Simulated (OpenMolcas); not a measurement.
**One shape, several levels: SO2 (sulfur dioxide)**

Aim: a comparison of 6 runs (HF/STO-3G, B2PLYP/STO-3G, M06-2X/STO-3G, PBE0/STO-3G, r2SCAN/STO-3G, MP2/STO-3G) of SO2 (sulfur dioxide). 

The results are computed with OpenMolcas 26.06.

1 further run of the same task is left out (it didn't finish).

## (1) Starting point

SO2: 3 atoms, total charge 0, spin state singlet. SMILES: `O=S=O`. The shape is that of a PBE0-D4/def2-TZVP optimisation.

Bond lengths: O1–S2 1.431 Å, S2–O3 1.431 Å. Angles: O1–S2–O3 118.9°.

## (2) The energy at HF/STO-3G (run 1)

coord.xyz reads:

```xyz
3

O     -0.974420     0.645900    -0.459510
S      0.269520     0.357380     0.186790
O      0.704900    -1.003280     0.272720
```

job.input reads:

```
&GATEWAY
  BasLib
  $CurrDir
  Coord
  coord.xyz
  Basis
  STO-3G
  Group
  NoSym

&SEWARD

&SCF
  Thresholds
  1e-10 1e-07 1e-07 1e-05
  PrOrbitals
  1 1
```

The basis set STO-3G is read from a file made from the Basis Set Exchange's data (not shown).

Launch:

```bash
$ export MOLCAS_MEM=1860
$ pymolcas job.input > job.log
```

Standard output:

```text
--- Start Module: gateway ---
[...]
--- Stop Module: gateway /rc=_RC_ALL_IS_WELL_ ---
--- Start Module: seward ---
[...]
      Basis functions           19
--- Stop Module: seward /rc=_RC_ALL_IS_WELL_ ---
--- Start Module: scf ---
[...]
       Convergence after  12 Iterations
[...]
::    Total SCF energy                               -540.6026925563
[...]
      Total spin, S                                     0.0000000000
[...]
      Total electronic charge=   32.000000
      Total            charge=   -0.000000
[...]
      Dipole Moment (debye):
      Origin of the operator (angstrom)=    0.0673    0.0893    0.0467
                   X=  9.7582E-01               Y=  1.2939E+00               Z=  6.7629E-01           Total=  1.7561E+00
      Quadrupole Moment (debye*angstrom):
[...]
--- Stop Module: scf /rc=_RC_ALL_IS_WELL_ ---
[...]
```

Run time: 1.6 s. Hardware: 1 thread of Arm Neoverse V1, shared host; peak memory 0.37 GiB.

## (3) The energy at B2PLYP/STO-3G (run 2)

coord.xyz is that of step 2.

job.input reads:

```
* O2S Kohn-Sham DFT

&GATEWAY
 BasLib = $CurrDir
 Coord = coord.xyz
 Basis = STO-3G
 Group = NoSym

&SEWARD
 GridInput
 Grid=UltraFine
 End of Grid

&SCF
 KSDFT = B2PLYP_SCF
 Thresholds = 1e-10 1e-07 1e-07 1e-05
 PrOrbitals = 1 1

&MBPT2
 Frozen = 7
```

The basis set STO-3G is read from a file made from the Basis Set Exchange's data (not shown).

Launch:

```bash
$ export MOLCAS_MEM=1860
$ pymolcas job.input > job.log
```

Standard output:

```text
--- Start Module: gateway ---
[...]
--- Stop Module: gateway /rc=_RC_ALL_IS_WELL_ ---
[...]
      Basis functions           19
[...]
--- Start Module: scf ---
[...]
       Convergence after  12 Iterations
[...]
::    Total KS-DFT energy                            -541.5157982242
[...]
      Total spin, S                                     0.0000000000
[...]
      Total electronic charge=   32.000000
      Total            charge=   -0.000000
[...]
      Dipole Moment (debye):
      Origin of the operator (angstrom)=    0.0673    0.0893    0.0467
                   X=  8.4881E-01               Y=  1.1255E+00               Z=  5.8827E-01           Total=  1.5275E+00
      Quadrupole Moment (debye*angstrom):
[...]
--- Stop Module: scf /rc=_RC_ALL_IS_WELL_ ---
[...]
--- Start Module: mbpt2 ---
[...]
 ###    WARNING: MP2 implementation intended for RHF references only         ###
 ###############################################################################
MBPT2 WARNING: Reference function according to RunFile:KS-DFT
I'll assume you know what you're doing and continue
WARNING!
Default frozen orbitals as non valence orbitals is overwritten by user input.
Default values:   7
[...]
       Reference weight ( Cref**2 )         =        0.76495
::    Total MBPT2 energy                             -541.8139087573
[...]
      Total MBPT2 calculations                           0.04      0.04
--- Stop Module: mbpt2 /rc=_RC_ALL_IS_WELL_ ---
[...]
```

It took 3.6 s on 1 thread of Arm Neoverse V1, shared host; peak memory 0.37 GiB.

## (4) A single-point energy at M06-2X/STO-3G (run 3)

coord.xyz is that of step 3.

job.inp reads:

```
* O2S Kohn-Sham DFT
&gateway
baslib = $CurrDir
coord = coord.xyz
basis = STO-3G
group = NoSym
&seward
gridinput
Grid=UltraFine
End of Grid
&scf
ksdft = M062X
thresholds = 1e-10 1e-07 1e-07 1e-05
prorbitals = 1 1
```

The basis set STO-3G is read from a file made from the Basis Set Exchange's data (not shown).

Launch:

```bash
$ export MOLCAS_MEM=1860
$ pymolcas job.inp > job.log
```

Standard output:

```text
--- Start Module: gateway ---
[...]
--- Stop Module: gateway /rc=_RC_ALL_IS_WELL_ ---
--- Start Module: seward ---
[...]
      Basis functions           19
--- Stop Module: seward /rc=_RC_ALL_IS_WELL_ ---
--- Start Module: scf ---
[...]
       Convergence after  12 Iterations
[...]
::    Total KS-DFT energy                            -541.9235993110
[...]
      Total spin, S                                     0.0000000000
[...]
      Total electronic charge=   32.000000
      Total            charge=   -0.000000
[...]
      Dipole Moment (debye):
      Origin of the operator (angstrom)=    0.0673    0.0893    0.0467
                   X=  8.1493E-01               Y=  1.0806E+00               Z=  5.6479E-01           Total=  1.4665E+00
      Quadrupole Moment (debye*angstrom):
[...]
--- Stop Module: scf /rc=_RC_ALL_IS_WELL_ ---
[...]
```

Run time: 4.2 s. Hardware: 1 thread of Arm Neoverse V1, shared host; peak memory 0.37 GiB.

Runs 4 to 5 aren't shown in full; the table further down has their settings and results.

## (5) The energy at MP2/STO-3G (run 6)

coord.xyz is that of step 4.

job.input reads:

```
&GATEWAY
 BasLib=$CurrDir
 Coord=coord.xyz
 Basis=STO-3G
 Group=NoSym

&SEWARD

&SCF
 Thresholds=1e-10 1e-07 1e-07 1e-05
 PrOrbitals=1 1

&MBPT2
 Frozen=7
```

The basis set STO-3G is read from a file made from the Basis Set Exchange's data (not shown).

Launch:

```bash
$ export MOLCAS_MEM=1860
$ pymolcas job.input > job.log
```

Standard output:

```text
--- Start Module: gateway ---
[...]
--- Stop Module: gateway /rc=_RC_ALL_IS_WELL_ ---
[...]
      Basis functions           19
[...]
--- Start Module: scf ---
[...]
       Convergence after  12 Iterations
[...]
::    Total SCF energy                               -540.6026925563
[...]
      Total spin, S                                     0.0000000000
[...]
      Total electronic charge=   32.000000
      Total            charge=   -0.000000
[...]
      Dipole Moment (debye):
      Origin of the operator (angstrom)=    0.0673    0.0893    0.0467
                   X=  9.7582E-01               Y=  1.2939E+00               Z=  6.7629E-01           Total=  1.7561E+00
      Quadrupole Moment (debye*angstrom):
[...]
--- Stop Module: scf /rc=_RC_ALL_IS_WELL_ ---
--- Start Module: mbpt2 ---
[...]
WARNING!
Default frozen orbitals as non valence orbitals is overwritten by user input.
Default values:   7
[...]
       Reference weight ( Cref**2 )         =        0.88011
::    Total MBPT2 energy                             -540.7953900563
[...]
      Total MBPT2 calculations                           0.03      0.04
--- Stop Module: mbpt2 /rc=_RC_ALL_IS_WELL_ ---
[...]
```

Run time: 1.6 s. Hardware: 1 thread of Arm Neoverse V1, shared host; peak memory 0.37 GiB.

## (6) All runs side by side

```tsv
run	level	frozen core orbitals	integration grid	energy (Eh)	dipole moment (D) of the reference	HOMO energy (eV)	LUMO energy (eV)	wall time
1	HF/STO-3G	–	–	-540.602693	1.76	-7.68	4.68	1.6 s
2	B2PLYP/STO-3G	7	UltraFine	-541.596288	1.53	-5.41	2.46	3.6 s
3	M06-2X/STO-3G	–	UltraFine	-541.923599	1.47	-5.34	2.22	4.2 s
4	PBE0/STO-3G	–	UltraFine	-541.667096	1.36	-3.71	1.14	3.3 s
5	r2SCAN/STO-3G	–	UltraFine	-541.888198	1.33	-2.29	0.31	3.6 s
6	MP2/STO-3G	7	–	-540.795390	1.76	-7.68	4.68	1.6 s
```

## (7) Results

```
                                          quantity          value
                               run 6: total energy  -540.79539 Eh
         run 6: dipole moment (mean-field density)         1.76 D
        run 6: HOMO energy (Hartree–Fock orbitals)       -7.68 eV
        run 6: LUMO energy (Hartree–Fock orbitals)        4.68 eV
      run 6: HOMO–LUMO gap (Hartree–Fock orbitals)       12.36 eV
run 6: correlation energy (7 core orbitals frozen)     -192.7 mEh
```

**Reading.** Over runs 1, 2, 3, 4, 5 the dipole moment (its size) runs from 1.33 D (r2SCAN/STO-3G) to 1.76 D (HF/STO-3G). Over runs 1, 2, 3, 4, 5 the HOMO–LUMO gap runs from 2.60 eV (r2SCAN/STO-3G) to 12.36 eV (HF/STO-3G). Exact exchange widens orbital gaps. For B2PLYP the log adds the whole second-order term; the table takes 0.27 of it, as the functional is defined. Totals of different functionals can't be ranked against each other. In runs 1, 2, 3, 4, 5, 6 the basis is minimal, so the values are rough. All runs together took 18 s, the longest 4.2 s.
